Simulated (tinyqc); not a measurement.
MP2 on RHF in the sto-3g basis, for H2O, spin multiplicity 1, step by step. One step of it, computed by the program tinyqc.

Task: Second-order Moller-Plesset energy. E2 = sum_ijab (ia|jb) [2 (ia|jb) - (ib|ja)] / (e_i + e_j - e_a - e_b) over occupied i, j and virtual a, b; the opposite-spin part is (ia|jb)^2 / denominator, the rest is same-spin, and SCS-MP2 scales them by 6/5 and 1/3.

orbital energies (hartree): MO1 -20.244381, MO2 -1.260958, MO3 -0.608766, MO4 -0.452260, MO5 -0.390631, MO6 0.590779, MO7 0.722176

Two-electron integrals over orbitals (pq|rs), unique and non-zero (hartree):
```
(11|11) 4.744776    (21|11) -0.417731   (21|21) 0.058429    (22|11) 1.005531
(22|21) -0.013199   (22|22) 0.727033    (31|31) 0.010946    (32|31) 0.017645
(32|32) 0.142990    (33|11) 0.795744    (33|21) -0.004430   (33|22) 0.641943
(33|33) 0.628714    (41|11) 0.182562    (41|21) -0.022549   (41|22) 0.015689
(41|33) 0.006392    (41|41) 0.027441    (42|11) -0.131528   (42|21) 0.009121
(42|22) 0.001002    (42|33) 0.006597    (42|41) 0.018797    (42|42) 0.124927
(43|31) -0.003356   (43|32) 0.020976    (43|43) 0.048080    (44|11) 0.992852
(44|21) -0.013311   (44|22) 0.674103    (44|33) 0.594894    (44|41) -0.011062
(44|42) -0.103888   (44|44) 0.773822    (51|51) 0.026035    (52|51) 0.032528
(52|52) 0.144974    (53|53) 0.028523    (54|51) -0.013349   (54|52) -0.046845
(54|54) 0.055224    (55|11) 1.115339    (55|21) -0.011734   (55|22) 0.747784
(55|33) 0.625962    (55|41) 0.005095    (55|42) -0.070511   (55|44) 0.724966
(55|55) 0.880159    (61|11) -0.233468   (61|21) 0.035163    (61|22) -0.000859
(61|33) 0.000279    (61|41) -0.000207   (61|42) 0.020450    (61|44) -0.018931
(61|55) -0.006116   (61|61) 0.030726    (62|11) 0.304216    (62|21) -0.006570
(62|22) 0.142023    (62|33) 0.075005    (62|41) 0.018649    (62|42) 0.021827
(62|44) 0.085244    (62|55) 0.156988    (62|61) 0.007224    (62|62) 0.101240
(63|31) 0.003109    (63|32) -0.039648   (63|43) -0.029593   (63|63) 0.071178
(64|11) 0.225193    (64|21) -0.002400   (64|22) 0.098449    (64|33) 0.043893
(64|41) 0.002110    (64|42) -0.033963   (64|44) 0.123390    (64|55) 0.120050
(64|61) -0.000542   (64|62) 0.061064    (64|64) 0.071855    (65|51) 0.015450
(65|52) 0.058271    (65|54) -0.000951   (65|65) 0.038116    (66|11) 0.801300
(66|21) -0.007037   (66|22) 0.612336    (66|33) 0.569399    (66|41) 0.020862
(66|42) 0.057469    (66|44) 0.548958    (66|55) 0.588165    (66|61) 0.008543
(66|62) 0.096718    (66|64) 0.045408    (66|66) 0.596220    (71|31) 0.015184
(71|32) 0.022910    (71|43) -0.004813   (71|63) 0.003785    (71|71) 0.021118
(72|31) 0.013972    (72|32) 0.041809    (72|43) -0.033950   (72|63) 0.034880
(72|71) 0.018374    (72|72) 0.062539    (73|11) 0.363013    (73|21) -0.007432
(73|22) 0.140680    (73|33) 0.090079    (73|41) -0.000749   (73|42) -0.076859
(73|44) 0.158060    (73|55) 0.191076    (73|61) -0.006855   (73|62) 0.075965
(73|64) 0.081159    (73|66) 0.038620    (73|73) 0.153340    (74|31) -0.009510
(74|32) -0.076956   (74|43) 0.000550    (74|63) 0.045531    (74|71) -0.012999
(74|72) -0.016724   (74|74) 0.069363    (75|53) 0.023714    (75|75) 0.024413
(76|31) 0.009011    (76|32) 0.097251    (76|43) 0.049348    (76|63) -0.064521
(76|71) 0.011916    (76|72) -0.009451   (76|74) -0.058292   (76|76) 0.114894
(77|11) 0.864988    (77|21) -0.009312   (77|22) 0.622332    (77|33) 0.607651
(77|41) 0.004144    (77|42) -0.014335   (77|44) 0.604951    (77|55) 0.623078
(77|61) -0.004932   (77|62) 0.068210    (77|64) 0.042550    (77|66) 0.564865
(77|73) 0.093098    (77|77) 0.616887
```

Hartree-Fock energy = -74.96475151 hartree

Give: Terms; Pair energies; MP2 correlation energy; SCS-MP2 correlation energy; MP2 total energy.

Result:

Terms:
```
i  j  a  b  (ia|jb)  (ib|ja)  denominator       term
3  3  7  7   0.1533   0.1533      -2.6619    -0.0088
4  3  6  7   0.0812   0.0455      -2.3740    -0.0040
3  4  7  6   0.0812   0.0455      -2.3740    -0.0040
3  2  7  6   0.0760   0.0349      -3.1827    -0.0028
2  3  6  7   0.0760   0.0349      -3.1827    -0.0028
2  2  6  6   0.1012   0.1012      -3.7035    -0.0028
4  4  6  6   0.0719   0.0719      -2.0861    -0.0025
3  3  6  6   0.0712   0.0712      -2.3991    -0.0021
4  4  7  7   0.0694   0.0694      -2.3489    -0.0020
2  4  6  6   0.0611   0.0611      -2.8948    -0.0013
4  2  6  6   0.0611   0.0611      -2.8948    -0.0013
2  2  7  7   0.0625   0.0625      -3.9663    -0.0010
5  5  6  6   0.0381   0.0381      -1.9628    -0.0007
5  5  7  7   0.0244   0.0244      -2.2256  -2.68e-04
3  4  6  7   0.0455   0.0812      -2.3740  -1.90e-04
4  3  7  6   0.0455   0.0812      -2.3740  -1.90e-04
4  2  7  7  -0.0167  -0.0167      -3.1576  -8.86e-05
2  4  7  7  -0.0167  -0.0167      -3.1576  -8.86e-05
3  2  6  7   0.0349   0.0760      -3.1827   6.80e-05
2  3  7  6   0.0349   0.0760      -3.1827   6.80e-05
1  1  6  6   0.0307   0.0307     -41.6703  -2.27e-05
2  1  7  7   0.0184   0.0184     -22.9497  -1.47e-05
1  2  7  7   0.0184   0.0184     -22.9497  -1.47e-05
1  1  7  7   0.0211   0.0211     -41.9331  -1.06e-05
4  1  7  7  -0.0130  -0.0130     -22.1410  -7.63e-06
1  4  7  7  -0.0130  -0.0130     -22.1410  -7.63e-06
3  1  7  6  -0.0069   0.0038     -22.1661  -5.41e-06
1  3  6  7  -0.0069   0.0038     -22.1661  -5.41e-06
3  1  6  7   0.0038  -0.0069     -22.1661  -2.46e-06
1  3  7  6   0.0038  -0.0069     -22.1661  -2.46e-06
1  2  6  6   0.0072   0.0072     -22.6869  -2.30e-06
2  1  6  6   0.0072   0.0072     -22.6869  -2.30e-06
4  1  6  6  -0.0005  -0.0005     -21.8782  -1.34e-08
1  4  6  6  -0.0005  -0.0005     -21.8782  -1.34e-08
```

Pair energies (hartree; pair i-j sums ij and ji):
```
pair  opposite spin  same spin
1-1       -3.33e-05     0.0000
2-1       -3.40e-05     0.0000
2-2         -0.0038     0.0000
3-1       -5.53e-06  -1.02e-05
3-2         -0.0044    -0.0011
3-3         -0.0109     0.0000
4-1       -1.53e-05     0.0000
4-2         -0.0028     0.0000
4-3         -0.0073    -0.0011
4-4         -0.0045     0.0000
5-5         -0.0010     0.0000
```

MP2 correlation energy = -0.036898 hartree

SCS-MP2 correlation energy = -0.042423 hartree

MP2 total energy = -75.001650 hartree
